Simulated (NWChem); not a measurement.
**One shape, several levels: P2H4 (diphosphine)**

We compute a comparison of 4 runs (HF/STO-3G, HF/3-21G, B3LYP/6-31G*) of P2H4 (diphosphine). 

The results are computed with NWChem 7.3.0.

2 further runs of the same task are left out: 2 set aside as unsound or not needed.

## (1) The system as given

P2H4: 6 atoms, total charge 0, spin state singlet. SMILES: `PP`. Geometry: relaxed at PBE0-D4/def2-TZVP. This is one conformer, not always the lowest.

Bond lengths: P1–P2 2.227 Å, P1–H3 1.422 Å, P1–H4 1.422 Å, P2–H5 1.422 Å, P2–H6 1.422 Å. Angles: P1–P2–H5 93.6°, P1–P2–H6 93.6°, P2–P1–H3 93.6°, P2–P1–H4 93.6°, H5–P2–H6 92.0°, H3–P1–H4 92.0°.

## (2) Energy and gradient at HF/STO-3G (run 1)

Input file h4p2.xyz:

```xyz
6
H4P2
P      0.365100    -1.048800    -0.082300
P     -0.365200     1.049100     0.078100
H     -0.497000    -1.521600     0.945000
H     -0.572100    -1.392900    -1.094900
H      0.502800     1.524600    -0.942900
H      0.566400     1.389600     1.097000
```

Input file run.py:

```python
from ase.io import read
from ase.calculators.nwchem import NWChem

atoms = read('h4p2.xyz')

calc = NWChem(
    label='h4p2',
    theory='scf',
    memory='2200 mb',
    basis='STO-3G',
    basispar='spherical bse',
    scf={'nopen': '0', 'rhf': None, 'thresh': '1e-08', 'maxiter': '80'},
)
atoms.calc = calc

forces = atoms.get_forces()
e = atoms.get_potential_energy()
print(f"E = {e:.6f} eV")
print("forces (eV/A):")
for s, f in zip(atoms.symbols, forces):
    print(f"{s:2s} {f[0]:10.5f} {f[1]:10.5f} {f[2]:10.5f}")
print("dipole (e A):", atoms.get_dipole_moment().round(4))
```

The run is started by

```sh
$ export ASE_NWCHEM_COMMAND="nwchem PREFIX.nwi > PREFIX.nwo"
$ python run.py
```

The log of the run:

```text
E = -18398.604133 eV
forces (eV/A):
P    -2.30047    0.29835    0.10362
P     2.29867   -0.30030   -0.09107
H     0.85829    0.31887   -0.84024
H     0.91881    0.21597    0.80810
H    -0.86183   -0.32154    0.83329
H    -0.91346   -0.21129   -0.81375
dipole (e A): [ 0.     -0.      0.0004]
```

The calculator wrote h4p2.nwi:

```
title "h4p2"

permanent_dir h4p2

scratch_dir h4p2

start h4p2

geometry units angstrom nocenter noautosym noautoz
  P  3.6509999999999998e-01 -1.0488000000000000e+00 -8.2299999999999998e-02
  P  -3.6520000000000002e-01 1.0490999999999999e+00 7.8100000000000003e-02
  H  -4.9700000000000000e-01 -1.5216000000000001e+00 9.4499999999999995e-01
  H  -5.7210000000000005e-01 -1.3929000000000000e+00 -1.0949000000000000e+00
  H  5.0280000000000002e-01 1.5246000000000000e+00 -9.4289999999999996e-01
  H  5.6640000000000001e-01 1.3895999999999999e+00 1.0970000000000000e+00
end

memory 2200 mb

basis spherical bse noprint
   * library STO-3G
end

scf
  nopen 0
  rhf
  thresh 1e-08
  maxiter 80
end

task scf gradient
```

h4p2.nwo:

```text
Northwest Computational Chemistry Package (NWChem) 7.3.0
             --------------------------------------------------------

           Job information
           ---------------

    nwchem branch   = 7.3.0
    use scalapack   = T
    input           = h4p2.nwi
    prefix          = h4p2.
    data base       = h4p2/h4p2.db
    status          = startup
    nproc           =        1

           Memory information
           ------------------

    heap     =     72089596 doubles =      550.0 Mbytes
    stack    =     72089601 doubles =      550.0 Mbytes
    global   =    144179200 doubles =     1100.0 Mbytes (distinct from heap & stack)
    total    =    288358397 doubles =     2200.0 Mbytes
    verify   = yes
    hardfail = no

[... 128 lines left out ...]
 Convergence threshold     :          1.000E-08
[... 11 lines left out ...]
       Final RHF  results
[... 3 lines left out ...]
      One-electron energy =  -1117.367188739329
[... 1 line left out ...]
 Nuclear repulsion energy =     88.619060352061
[... 30 lines left out ...]
                       ROHF Final Molecular Orbital Analysis
[... 170 lines left out ...]
                 ----------------------------------------
                 |  Time  |  1-e(secs)   |  2-e(secs)   |
                 ----------------------------------------
                 |  CPU   |       0.00   |       0.05   |
                 ----------------------------------------
                 |  WALL  |       0.00   |       0.05   |
                 ----------------------------------------

 Task  times  cpu:        0.4s     wall:        0.4s
 Total times  cpu:        0.4s     wall:        0.4s
```

It took 1.4 s on 1 thread of AMD EPYC 9R14 (Zen 4), shared host; peak memory 0.1 GiB.

## (3) Energy and forces at HF/3-21G (run 2)

Input file struct.nw:

```
start struct
title "H4P2 hf"
memory stack 880 mb heap 220 mb global 1100 mb

geometry units angstroms noautosym nocenter noautoz
  P     0.365100   -1.048800   -0.082300
  P    -0.365200    1.049100    0.078100
  H    -0.497000   -1.521600    0.945000
  H    -0.572100   -1.392900   -1.094900
  H     0.502800    1.524600   -0.942900
  H     0.566400    1.389600    1.097000
end

basis spherical bse
  * library 3-21G
end

scf
  thresh 1e-08
  maxiter 80
end

task scf gradient
```

The run is started by

```sh
$ nwchem struct.nw > struct.out
```

The log of the run:

```text
[...]
  functions       =    34
[...]
  wavefunction    = RHF
[...]
         Total SCF energy =   -680.270125285184
      One-electron energy =  -1117.864942898801
      Two-electron energy =    348.975757261556
 Nuclear repulsion energy =     88.619060352061
        Time for solution =      0.4s
[...]
                         RHF ENERGY GRADIENTS
    atom               coordinates                        gradient
                 x          y          z           x          y          z
   1 P       0.689939  -1.981945  -0.155524   -0.000109   0.034389   0.002224
   2 P      -0.690128   1.982512   0.147588    0.000137  -0.034373  -0.002233
   3 H      -0.939194  -2.875407   1.785791   -0.003241   0.003235  -0.002428
   4 H      -1.081112  -2.632199  -2.069061   -0.003055   0.002877   0.003041
   5 H       0.950154   2.881076  -1.781823    0.003225  -0.003238   0.002442
   6 H       1.070341   2.625963   2.073029    0.003042  -0.002890  -0.003045
[...]
```

It took 1 s on 1 thread of AMD EPYC 9R14 (Zen 4), shared host; peak memory 0.1 GiB.

## (4) Energy and forces at B3LYP/6-31G(d) (spherical functions) (run 3)

Input file nw.nw:

```
start nw
title "H4P2 gradient"
memory 2200 mb
geometry noautosym nocenter noautoz
  P        0.365100      -1.048800      -0.082300
  P       -0.365200       1.049100       0.078100
  H       -0.497000      -1.521600       0.945000
  H       -0.572100      -1.392900      -1.094900
  H        0.502800       1.524600      -0.942900
  H        0.566400       1.389600       1.097000
end
basis spherical bse
  * library 6-31G*
end
dft
  xc b3lyp
  grid xfine
  convergence energy 1e-08
  iterations 100
  mulliken
  print low
end
task dft gradient
```

The run is started by

```sh
$ nwchem nw.nw > nw.out
```

The log of the run:

```text
[...]
 d= 0,ls=0.0,diis     1   -685.0655677286 -7.74D+02  1.11D-02  1.66D-01     1.1
[...]
 d= 0,ls=0.0,diis     7   -685.0895194381 -2.53D-09  6.30D-07  5.50D-10     5.8
         Total DFT energy =     -685.089519438082
      One electron energy =    -1122.822573645546
           Coulomb energy =      397.123005758732
    Exchange-Corr. energy =      -48.009011903329
 Nuclear repulsion energy =       88.619060352061
[...]
      Total Density - Mulliken Population Analysis
     ---------------------------------------------
    Atom       Charge   Shell Charges
 -----------   ------   -------------------------------------------------------
    1 P   15    15.06   2.00  2.00  5.97  1.25  2.37  0.55  0.82  0.10
    2 P   15    15.06   2.00  2.00  5.97  1.25  2.37  0.55  0.82  0.10
    3 H    1     0.97   0.51  0.46
    4 H    1     0.97   0.51  0.46
    5 H    1     0.97   0.51  0.46
    6 H    1     0.97   0.51  0.46
[...]
                         DFT ENERGY GRADIENTS
    atom               coordinates                        gradient
                 x          y          z           x          y          z
   1 P       0.689939  -1.981945  -0.155524   -0.002022   0.007122   0.000534
   2 P      -0.690128   1.982512   0.147588    0.002051  -0.007108  -0.000528
   3 H      -0.939194  -2.875407   1.785791    0.000385   0.001745  -0.001497
   4 H      -1.081112  -2.632199  -2.069061    0.000492   0.001542   0.001676
   5 H       0.950154   2.881076  -1.781823   -0.000400  -0.001754   0.001504
   6 H       1.070341   2.625963   2.073029   -0.000506  -0.001548  -0.001689
 Task  times  cpu:        7.2s     wall:        7.2s
 Total times  cpu:        7.2s     wall:        7.2s
```

Run time: 7.8 s. Hardware: 1 thread of AMD EPYC 9R14 (Zen 4), shared host; peak memory 0.13 GiB.

## (5) Energy and forces at B3LYP/6-31G(d) (Cartesian functions) (run 4)

Input file run.py:

```python
from ase import Atoms
from ase.calculators.nwchem import NWChem

mol = Atoms(['P', 'P', 'H', 'H', 'H', 'H'], positions=[
    [0.365100, -1.048800, -0.082300],
    [-0.365200, 1.049100, 0.078100],
    [-0.497000, -1.521600, 0.945000],
    [-0.572100, -1.392900, -1.094900],
    [0.502800, 1.524600, -0.942900],
    [0.566400, 1.389600, 1.097000],
])

calc = NWChem(
    label='mymol',
    theory='dft',
    memory='2200 mb',
    basis='6-31G*',
    dft={'xc': 'b3lyp', 'mult': '1', 'grid': 'xfine', 'convergence': 'energy 1e-08', 'iterations': '100', 'mulliken': None},
)
mol.calc = calc

forces = mol.get_forces()
print(f"energy = {mol.get_potential_energy():.6f} eV")
print("forces (eV/A):")
for s, f in zip(mol.symbols, forces):
    print(f"{s:2s} {f[0]:10.5f} {f[1]:10.5f} {f[2]:10.5f}")
print("dipole (e A):", mol.get_dipole_moment().round(4))
```

The run is started by

```sh
$ export ASE_NWCHEM_COMMAND="nwchem PREFIX.nwi > PREFIX.nwo"
$ python run.py
```

The log of the run:

```text
energy = -18642.369112 eV
forces (eV/A):
P     0.10356   -0.36618   -0.02746
P    -0.10511    0.36546    0.02715
H    -0.01975   -0.09009    0.07775
H    -0.02535   -0.07960   -0.08695
H     0.02052    0.09061   -0.07811
H     0.02607    0.07986    0.08762
dipole (e A): [ 0.0001 -0.      0.0009]
```

The calculator wrote mymol.nwi:

```
title "mymol"

permanent_dir mymol

scratch_dir mymol

start mymol

geometry units angstrom nocenter noautosym noautoz
  P  3.6509999999999998e-01 -1.0488000000000000e+00 -8.2299999999999998e-02
  P  -3.6520000000000002e-01 1.0490999999999999e+00 7.8100000000000003e-02
  H  -4.9700000000000000e-01 -1.5216000000000001e+00 9.4499999999999995e-01
  H  -5.7210000000000005e-01 -1.3929000000000000e+00 -1.0949000000000000e+00
  H  5.0280000000000002e-01 1.5246000000000000e+00 -9.4289999999999996e-01
  H  5.6640000000000001e-01 1.3895999999999999e+00 1.0970000000000000e+00
end

memory 2200 mb

basis noprint
   * library 6-31G*
end

dft
  xc b3lyp
  mult 1
  grid xfine
  convergence energy 1e-08
  iterations 100
  mulliken
end

task dft gradient
```

mymol.nwo:

```text
Northwest Computational Chemistry Package (NWChem) 7.3.0
             --------------------------------------------------------

           Job information
           ---------------

    nwchem branch   = 7.3.0
    use scalapack   = T
    input           = mymol.nwi
    prefix          = mymol.
    data base       = mymol/mymol.db
    status          = startup
    nproc           =        1

           Memory information
           ------------------

    heap     =     72089596 doubles =      550.0 Mbytes
    stack    =     72089601 doubles =      550.0 Mbytes
    global   =    144179200 doubles =     1100.0 Mbytes (distinct from heap & stack)
    total    =    288358397 doubles =     2200.0 Mbytes
    verify   = yes
    hardfail = no

[... 99 lines left out ...]
  convergence criterion.
[... 39 lines left out ...]
          Spatial weights used:  Erf1
[... 71 lines left out ...]
         Total DFT energy =     -685.094434212318
[... 3 lines left out ...]
 Nuclear repulsion energy =       88.619060352061
[... 402 lines left out ...]
          Convergence on gradient requested:  5.00D-04
[... 26 lines left out ...]
          total energy or number of iterations.
[... 37 lines left out ...]
                 ----------------------------------------
                 |  Time  |  1-e(secs)   |  2-e(secs)   |
                 ----------------------------------------
                 |  CPU   |       0.00   |       0.43   |
                 ----------------------------------------
                 |  WALL  |       0.00   |       0.43   |
                 ----------------------------------------

 Task  times  cpu:        7.4s     wall:        7.4s
 Total times  cpu:        7.4s     wall:        7.4s
```

Run time: 8.4 s. Hardware: 1 thread of AMD EPYC 9R14 (Zen 4), shared host; peak memory 0.14 GiB.

## (6) Overview of the runs

| run | level | iteration cap | module | energy (Eh) | dipole moment (D) | HOMO energy (eV) | LUMO energy (eV) | wall time |
| --- | --- | --- | --- | --- | --- | --- | --- | --- |
| 1 | HF/STO-3G | 80 | scf | -676.136236 | 0.00 | -6.51 | 9.63 | 1.4 s |
| 2 | HF/3-21G | 80 | scf | -680.270125 | 0.01 | -9.36 | 3.19 | 1 s |
| 3 | B3LYP/6-31G* (spherical functions) | 100 | dft | -685.089519 | – | – | – | 7.8 s |
| 4 | B3LYP/6-31G* (Cartesian functions) | 100 | dft | -685.094434 | 0.00 | -6.60 | -0.24 | 8.4 s |

## (7) Results

| quantity | value |
| --- | --- |
| run 4: total energy | -685.09443 Eh |
| run 4: dipole moment | 0.00 D |
| run 4: HOMO energy | -6.60 eV |
| run 4: LUMO energy | -0.24 eV |
| run 4: HOMO–LUMO gap | 6.35 eV |
| run 4: largest force on an atom | 0.382 eV/Å |

What this shows: Over runs 1, 2, 4 the HOMO–LUMO gap runs from 6.35 eV (B3LYP/6-31G*) to 16.15 eV (HF/STO-3G). The two ends differ in method and basis. In run 1 the basis is minimal, so the values are rough. All runs together took 19 s, the longest 8.4 s.
